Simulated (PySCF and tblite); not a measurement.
The numbers below are computed, except where a source is named.
# Conformers and averaged properties: n-hexane, C₆H₁₄, numbered as in [CH3:1][CH2:2][CH2:3][CH2:4][CH2:5][CH3:6]

Geometries GFN2-xTB; weights from TPSS-D3(BJ)/6-311G** (IEF-PCM, cyclohexane) energies and GFN2-xTB thermal corrections, with symmetry numbers and mirror pairs. Conformers within 4 kcal/mol (GFN2-xTB free energy) were kept, 4 at most. GIAO shieldings: mPW1PW91/pcSseg-1 (IEF-PCM, cyclohexane), SCF tolerance 1e-06. Shifts are against TMS (¹H), TMS (¹³C) at the same level. Run with PySCF (density fitting) and tblite.

Torsions listed: C1–C2–C3–C4, C2–C3–C4–C5, C3–C4–C5–C6. Of a mirror pair one member is shown.

```csv
conformer,shape,symmetry,E(GFN2) kcal/mol,E(DFT) kcal/mol,G(298.15 K) kcal/mol,weight %,dipole D
1,"-67°, -175°, -179°",C1 (pair),0.57,0.44,0.00,38.7,0.09
2,"180°, 180°, 180°",C2h,0.00,0.00,0.34,21.6,0.00
3,"62°, 63°, 174°",C1 (pair),1.13,0.63,0.40,19.8,0.09
4,"175°, 67°, 175°",C2 (pair),0.55,0.42,0.40,19.8,0.04
```

Weights (%) against temperature:

| T (K) | 1 | 2 | 3 | 4 | S(mix) cal/mol/K |
| --- | --- | --- | --- | --- | --- |
| 220 | 36.9 | 27.6 | 16.2 | 19.2 | 3.65 |
| 250 | 37.9 | 24.8 | 17.8 | 19.5 | 3.70 |
| 298.15 | 38.7 | 21.6 | 19.8 | 19.8 | 3.74 |
| 600 | 40.0 | 15.0 | 25.1 | 19.9 | 3.79 |
| 800 | 40.1 | 13.6 | 26.4 | 19.9 | 3.79 |

Averaged shifts at 298.15 K. ¹H: 1.33 (H2/H5, 4H), 1.28 (H3/H4, 4H), 1.02 (H1/H6, 6H) ppm. ¹³C: 36.0 (C3/C4), 27.1 (C2/C5), 16.8 (C1/C6) ppm.

Coordinates of conformer 1 (Å):

```xyz
20

C     2.657    0.499   -0.121
C     1.961   -0.828    0.158
C     0.546   -0.900   -0.418
C    -0.431    0.065    0.251
C    -1.856   -0.118   -0.265
C    -2.826    0.855    0.394
H     2.159    1.317    0.392
H     2.659    0.711   -1.188
H     3.689    0.464    0.222
H     2.554   -1.635   -0.278
H     1.919   -0.995    1.237
H     0.584   -0.691   -1.490
H     0.171   -1.919   -0.295
H    -0.119    1.094    0.066
H    -0.416   -0.100    1.331
H    -2.183   -1.142   -0.072
H    -1.869    0.034   -1.347
H    -3.835    0.709    0.014
H    -2.840    0.708    1.472
H    -2.530    1.883    0.194
```

Shifts are unscaled: against experiment ¹³C can be off by 15 ppm or more and ¹H by 0.8 ppm.
